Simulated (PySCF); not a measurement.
# Multinuclear NMR of C3H3F3

Structure with atom numbers: `[F:1]/[CH:2]=[C:3](/[F:4])[CH2:5][F:6]`. Each H is labelled by its parent atom.

- J: B3LYP/pcJ-1
- NMR shieldings at PBE0/pcSseg-1/GIAO
- geometry from GFN2-xTB
- run in PySCF 2.14
- isolated molecule, relativity neglected, one conformer, equivalent nuclei averaged

What are the 19F shifts?

## Answers


```tsv
atoms	environment	σ (ppm)	δ (ppm)
F4	vinylic fluorine	338.2	-159.2
F1	vinylic fluorine	345.2	-165.5
F6	fluorine on an sp3 carbon	411.0	-210.3
```

Shieldings were converted by a linear fit to measured shifts: 19F (scatter 6.0 ppm rms, 7.0 ppm with the 5 outliers that the fit left out vs CFCl3, solution or neat liquid, with a term for F on sp3 carbon). Occasional misses reach two or three times the rms, and more in compound classes unlike the fitted ones. Couplings are scaled by factors fitted to measured values: 2J(H,H) × 0.95 (rms 1.3 Hz), 1J(C,F) × 0.77 (rms 8.7 Hz), 2J(C,F) × 1.14 (rms 1.9 Hz, 10.1 with 1 outliers), 3J(C,F) × 1.46 (rms 1.5 Hz); all others are unscaled and can be 10–30 % off.

Couplings (the largest are listed; each averaged over equivalent pairs): 1J(F1,C2) = -251.7 Hz, 1J(C3,F4) = -247.1 Hz, 1J(C5,F6) = -177.6 Hz, 2J(F1,H(C2)) = 82.3 Hz, 2J(C2,F4) = 70.2 Hz, 2J(F6,H(C5)) = 54.5 Hz, 2J(F1,C3) = 38.9 Hz, 2J(F4,C5) = 31.2 Hz, 2J(C3,F6) = 14.0 Hz, 3J(F1,F4) = -175.2 Hz, 3J(F4,F6) = -34.9 Hz, 3J(F4,H(C5)) = 26.7 Hz.

On a 400 MHz spectrometer 19F resonates near 376.4 MHz, so 1 ppm is 376.4 Hz.
